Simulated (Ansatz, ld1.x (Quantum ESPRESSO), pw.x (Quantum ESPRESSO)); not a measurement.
## From atom to crystal: RRKJ potential for Pb

lead, norm-conserving RRKJ (Kleinman–Bylander form), made with ld1.x (Quantum ESPRESSO) 7.5 (PBEsol, scalar-relativistic). Core [Xe] 4f14, reference 5d10 6s2 6p2. Waves: 6s (bound): rc 2.00 bohr; 5d (bound): rc 1.60 bohr; 5f channel at -0.15 Ry: rc 2.70 bohr; 6p (bound): rc 2.65 bohr. Local part: the p channel. Core correction: none. rho0 = 0.01.

Atomic tests: cutoffs needed: 50 Ry and 70 Ry (the cutoffs (Ry, on a coarse ladder) from which the occupation-weighted sum of valence levels, in a spherical-Bessel basis at the reference potential, stays within 10 and 1 mRy of its value at 400 Ry); ghost test: no extra level below or beside the all-electron valence levels (s, d, f, p tested) (spherical-Bessel basis up to 400 Ry, 20 bohr box); largest excitation error: -159 meV (all-electron minus pseudo) for 5d9 6s2 6p2, out of 7 test configurations.

Crystal test: bcc Pb in pw.x 7.5, no spin, 12³ k-points, Fermi–Dirac smearing 0.01 Ry, cutoffs 85/340 Ry. The lattice is a test structure that the element need not adopt, and mesh and smearing are coarse.

pw.x input:

```
&control
  calculation='scf', prefix='x', pseudo_dir='./', outdir='./tmp', tstress=.true., disk_io='none'
/
&system
  ibrav=0, nat=1, ntyp=1, ecutwfc=85, ecutrho=340, nbnd=15,
  occupations='smearing', smearing='fd', degauss=0.01
/
&electrons
  conv_thr=1e-09, mixing_beta=0.4, electron_maxstep=70
/
ATOMIC_SPECIES
Pb 1.0 Pb.UPF
CELL_PARAMETERS angstrom
  -1.95949782 1.95949782 1.95949782
  1.95949782 -1.95949782 1.95949782
  1.95949782 1.95949782 -1.95949782
ATOMIC_POSITIONS crystal
Pb 0.0000 0.0000 0.0000
K_POINTS automatic
12 12 12 0 0 0
```

```bash
pw.x < Pb.scf.in > Pb.scf.out
```

Q: How does the run end?

A: It converges; the pressure is 0.91 GPa against -0.13 GPa from all-electron LAPW. This is a poor potential for the solid. The log shows:

```
     using ibrav=0 with symmetry is DISCOURAGED, use correct ibrav instead
     lattice parameter (alat)  =       6.4136  a.u.
     unit-cell volume          =     203.0911 (a.u.)^3
     number of electrons       =        14.00
     number of Kohn-Sham states=           15
     kinetic-energy cutoff     =      85.0000  Ry
     charge density cutoff     =     340.0000  Ry
     scf convergence threshold =      1.0E-09
     Exchange-correlation= PBESOL
     number of k points=    72  Fermi-Dirac smearing, width (Ry)=  0.0100
     iteration #  1     ecut=    85.00 Ry     beta= 0.40
     total energy              =    -119.73537392 Ry
     estimated scf accuracy    <       0.00272166 Ry
     iteration #  2     ecut=    85.00 Ry     beta= 0.40
     total energy              =    -119.73540878 Ry
     estimated scf accuracy    <       0.00040873 Ry
     iteration #  3     ecut=    85.00 Ry     beta= 0.40
     total energy              =    -119.73546860 Ry
     estimated scf accuracy    <       0.00002149 Ry
     iteration #  4     ecut=    85.00 Ry     beta= 0.40
     total energy              =    -119.73546945 Ry
     estimated scf accuracy    <       0.00000015 Ry
     iteration #  5     ecut=    85.00 Ry     beta= 0.40
     total energy              =    -119.73546946 Ry
     estimated scf accuracy    <       0.00000003 Ry
     iteration #  6     ecut=    85.00 Ry     beta= 0.40
     the Fermi energy is    11.3072 ev
!    total energy              =    -119.73546946 Ry
     estimated scf accuracy    <          3.1E-10 Ry
     smearing contrib. (-TS)   =      -0.00276969 Ry
     The total energy is F=E-TS. E is the sum of the following terms:
     one-electron contribution =     -34.38356570 Ry
     hartree contribution      =      25.56377511 Ry
     xc contribution           =     -14.59826166 Ry
     ewald contribution        =     -96.31464752 Ry
     convergence has been achieved in   6 iterations
          total   stress  (Ry/bohr**3)                   (kbar)     P=        9.13
     Message from routine punch:
     Nothing written, as per user request (disk_io='none')
```
